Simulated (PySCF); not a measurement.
One of the candidates below gave these computed data.

All candidates are C5H10O.

- NMR, other nuclei: isotropic shieldings of nuclei other than C and H, by class: 259 (1 O) ppm [GIAO PBE0/pcSseg-1]
- Couplings: largest of the computed one-bond spin–spin couplings (means over like bonds): 13C–1H +164.3, 13C–1H +162.2, 13C–1H +158.4, 13C–1H +133.5 (×6), 13C–13C +80.0, 17O–1H -70.9, 13C–13C +44.5, 13C–13C +38.6 (×2) Hz [B3LYP/pcJ-1, spin–dipole term left out]
- 13C NMR: chemical shifts (computed TMS as zero) by class: 157.4 (1 C), 115.2 (1 C), 74.4 (1 C), 32.0 (2 C) ppm [GIAO PBE0/pcSseg-1]
- 1H NMR: chemical shifts (computed TMS as zero) by class: 6.36 (1 H), 5.62 (1 H), 5.34 (1 H), 1.28 (6 H), 0.40 (1 H) ppm [GIAO PBE0/pcSseg-1]
- Polarisability: 66.5 au [CAM-B3LYP/def2-SVPD]
- UV, first state: lowest singlet excitation: 7.13 eV (174 nm, f = 0.045) [TDDFT CAM-B3LYP/def2-SVPD]
- Rotational structure: rotational constants A, B, C: 4.674, 2.774, 2.751 GHz [GFN2-xTB]

Electronic properties: PySCF, gas phase, density fitting. Levels stand in brackets. One conformer (not necessarily the lowest) at the GFN2-xTB geometry, without solvent, vibrations or thermal averaging. NMR values are class means; diastereotopic atoms form classes of their own.

**Question.** Which candidate is it?
A. `C=CC(C)(C)O` (2-methyl-3-buten-2-ol)
B. `CCCCC=O` (pentanal)
C. `C/C=C\CCO` ((3Z)-3-penten-1-ol)

**Answer.** A. It is `C=CC(C)(C)O`. Numbering: `[CH2:1]=[CH:2][C:3]([CH3:4])([CH3:5])[OH:6]`. Its formula, C5H10O, gives 1 degree of unsaturation: 0 rings and 1 π bond in the structure found. 5 carbons fall into 4 classes; from least to most shielded: alkene CH carbon [C2] (157.4 ppm), terminal =CH2 carbon [C1] (115.2 ppm), carbinol carbon (C–OH) [C3] (74.4 ppm), methyl carbon [C4/C5] (32.0 ppm, 2 C, up to 3.2 ppm apart in this geometry). Hydrogen classes from least to most shielded: 1 H on an alkene CH carbon, C2 (6.36 ppm), 1 H on a terminal =CH2 carbon, C1 (5.62 ppm), 1 H on a terminal =CH2 carbon, C1 (5.34 ppm), 6 H on 2 methyl carbons, C4/C5 (1.28 ppm, a mean of values up to 0.5 ppm apart in this geometry), 1 H on an alcohol oxygen, O6 (0.40 ppm). The other shieldings belong to: 259 ppm, alcohol oxygen [O6]. The couplings run between: +164.3 Hz, terminal =CH2 carbon [C1] and its hydrogen; +162.2 Hz, terminal =CH2 carbon [C1] and its hydrogen; +158.4 Hz, alkene CH carbon [C2] and its hydrogen; +133.5 Hz, methyl carbon [C4] and its hydrogen (with 5 like pairs); +80.0 Hz, terminal =CH2 carbon [C1] and alkene CH carbon [C2]; -70.9 Hz, alcohol oxygen [O6] and its hydrogen; +44.5 Hz, alkene CH carbon [C2] and carbinol carbon (C–OH) [C3]; +38.6 Hz, carbinol carbon (C–OH) [C3] and methyl carbon [C4] (with 1 like pair). By its constants the optimised geometry is a nearly prolate symmetric top.

The others, at the same levels:
- `C/C=C\CCO` fails: it has 5 carbon classes against 4; its computed 13C shifts are 137.0 (1 C), 134.2 (1 C), 65.0 (1 C), 34.8 (1 C), 16.2 (1 C) ppm, 1H shifts are 6.08 (1 H), 5.82 (1 H), 3.73 (2 H), 2.38 (2 H), 1.90 (3 H), 1.02 (1 H) ppm and rotational constant A is 5.432 GHz (against 4.674 GHz).
- `CCCCC=O` fails: it has 5 carbon classes against 4; its computed 13C shifts are 206.0 (1 C), 51.7 (1 C), 28.3 (1 C), 27.2 (1 C), 17.1 (1 C) ppm, 1H shifts are 10.22 (1 H), 2.39 (2 H), 1.49 (2 H), 1.20 (2 H), 1.10 (3 H) ppm and lowest singlet excitation is 4.39 eV (283 nm, f = 0.000) (against 7.13 eV).

Each candidate is one conformer, not necessarily the lowest. Dipoles, sizes and rotational constants follow the conformer. The torsions of the flexible species, by atom-mapped SMILES:
- `[CH2:1]=[CH:2][C:3]([CH3:4])([CH3:5])[OH:6]`: C1–C2–C3–C4 111°, H–O6–C3–C2 -61°
- `[CH3:1]/[CH:2]=[CH:3]\[CH2:4][CH2:5][OH:6]`: C2–C3–C4–C5 -97°, C3–C4–C5–O6 67°, H–O6–C5–C4 -52°
- `[CH3:1][CH2:2][CH2:3][CH2:4][CH:5]=[O:6]`: C1–C2–C3–C4 180°, C2–C3–C4–C5 180°, C3–C4–C5–O6 0°
